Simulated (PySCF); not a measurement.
## EPR parameters of C4H9O2

Species: C₄H₉O₂ (doublet state).
Z-matrix (Å and degrees, GFN2-xTB geometry), rows numbered from 1:
```
C 
C   1  1.4640
O   2  1.4092  1  113.57
C   2  1.5813  1  110.28  3   124.73
O   4  1.3952  2  113.75  1   152.74
C   5  1.4109  4  114.66  2    70.47
H   1  1.0706  2  120.06  3   166.07
H   1  1.0734  2  120.50  3   -23.15
H   2  1.0993  1  111.05  3  -119.22
H   3  0.9638  2  108.78  1    37.96
H   4  1.0913  2  108.85  1    35.32
H   4  1.1005  2  107.89  1   -83.49
H   6  1.0968  5  110.80  4    59.88
H   6  1.0881  5  106.19  4   178.81
H   6  1.0930  5  111.62  4   -61.60
```

The hyperfine couplings belong to this conformer and change with its torsions.

The species is `COC[C@H](O)[CH2]` [radical].

Computed, not measured: UKS B3LYP, pcH-1 on C H O, non-relativistic, mean-field spin-orbit, GIAO (PySCF 2.14.0). The structure is a single GFN2-xTB conformer in the gas phase; no vibrational or solvent corrections. The geometry wasn't refined by DFT: couplings that depend on bond lengths, twists or pyramidal angles can differ widely from those at the functional's own minimum. Stability of the SCF solution: not tested.

```json
{
 "g1, g2, g3": "2.00210, 2.00269, 2.00282",
 "g_iso": "2.00253",
 "Form of g": "rhombic: the two nearest values differ by 18 % of g3 − g1",
 "⟨S²⟩": "0.7537 (exact 0.7500)",
 "α and β electrons": "25, 24",
 "HOMO–LUMO gap, α and β orbitals": "6.81, 4.71 eV",
 "Total energy": "-308.22236 Eh",
 "Basis functions": "240"
}
```

Isotropic coupling and dipolar principal values T1 to T3, in 10⁻⁴ cm⁻¹; ρ(0) is the spin density at the nucleus (1 × 10⁻⁴ cm⁻¹ = 2.998 MHz):

| atom | isotope | a_iso | T1 | T2 | T3 | Mulliken spin population | ρ(0) (bohr⁻³) |
| --- | --- | --- | --- | --- | --- | --- | --- |
| C1 | 13C | 30.9 | -26.7 | -26.5 | 53.2 | 1.06 | 0.0824 |
| C2 | 13C | -11.9 | -0.8 | 0.0 | 0.7 | -0.08 | -0.0318 |
| O3 | 17O | 0.2 | -0.8 | 0.3 | 0.5 | 0.00 | -0.0012 |
| C4 | 13C | 33.2 | -2.1 | -1.8 | 3.9 | 0.05 | 0.0884 |
| O5 | 17O | -0.5 | -2.2 | 1.0 | 1.3 | 0.01 | 0.0023 |
| C6 | 13C | -0.1 | -0.1 | -0.1 | 0.2 | 0.00 | -0.0003 |
| H7 | 1H | -20.5 | -12.9 | -0.1 | 13.0 | -0.04 | -0.0138 |
| H8 | 1H | -20.7 | -13.0 | 0.0 | 13.0 | -0.05 | -0.0139 |
| H9 | 1H | 29.8 | -1.7 | -1.5 | 3.1 | 0.04 | 0.0200 |
| H10 | 1H | -0.1 | -1.4 | -1.1 | 2.5 | 0.00 | -0.0001 |
| H11 | 1H | -0.7 | -2.2 | -0.5 | 2.7 | 0.00 | -0.0004 |
| H12 | 1H | 0.3 | -1.5 | -0.7 | 2.2 | 0.01 | 0.0002 |
| H13 | 1H | 0.1 | -0.3 | -0.3 | 0.6 | 0.00 | 0.0001 |
| H14 | 1H | 0.3 | -0.2 | -0.2 | 0.4 | 0.00 | 0.0002 |
| H15 | 1H | 0.4 | -0.4 | -0.3 | 0.7 | 0.00 | 0.0003 |

Largest spin populations (Mulliken): C1 (+1.06) and C2 (-0.08). C1 is the only atom above +0.15. The positive populations add up to 1.18 and the negative ones to -0.18, together 2S = 1. The angles at C1 add up to 359.4°, so it is planar; its axial dipolar tensor and the negative couplings of its protons fit spin in a p orbital normal to that plane.

Under fast tumbling the dipolar parts average out, and these isotropic splittings remain: 1 × 1H (H9, I = 1/2, 2 lines) with 3.19 mT, 2 × 1H (H7/H8, I = 1/2, 3 lines) with 2.21 mT, 1 × 1H (H11, I = 1/2, 2 lines) with 0.07 mT and 3 × 1H (H13/H14/H15, I = 1/2, 4 lines) with 0.03 mT.

Class means assume fast exchange of nuclei equivalent by connectivity; if that motion is slow, each nucleus keeps its own coupling.

The 13C coupling of C4 (99.4 MHz) shows only in satellite lines or after enrichment, since that isotope makes up about 1.07 % of natural carbon.

The run took 35 s of wall time (with the writing of density and orbital grids) on an Arm Neoverse V2 with one thread (shared host), and the process peaked at 0.87 GiB of memory.
